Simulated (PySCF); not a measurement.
**HO, SMILES `[OH]` (charge 0, multiplicity 2)**

Computed with PBE-D3(BJ)/def2-TZVP // PBE-D3(BJ)/def2-SVP (PySCF 2.14.0).

highest occupied spin orbital: -7.14 eV
dipole moment: 1.73 D
total energy: -75.6820 Ha
cost: about 8 core-seconds (a rough figure)

```xyz
2

O      0.4948     0.0000     0.0000
H     -0.4948     0.0000     0.0000
```
Charge 0, spin multiplicity 2.
